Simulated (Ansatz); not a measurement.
fcc Ir was calculated with PBEsol (PAW; Ansatz, a quantum-chemistry and plane-wave program).

Settings: plane-wave cutoff 500 eV, 32×32×32 k mesh, Fermi–Dirac smearing 0.1 eV, no spin polarisation, scalar-relativistic PAW data made under PBE.

Computed at the level's own relaxed cell.

Q: What does this level give for the equilibrium volume per atom and equilibrium lattice constant a?

A: 
- equilibrium volume per atom = 14.06 Å³/atom
- equilibrium lattice constant a = 3.831 Å

Measured, for comparison: equilibrium volume per atom 14.06 Å³/atom, lattice constant a 3.831 Å (static lattice: zero-point anharmonic expansion removed; as tabulated in Mejia-Rodriguez and Trickey (2018), arXiv:1807.09216). Computed (rounded) less measured: equilibrium volume per atom 0.0 %, lattice constant a 0.0 %.

Spin–orbit coupling is not included.

Computed values are for the static lattice.

It cost around 60 core-seconds (rough) of CPU time.
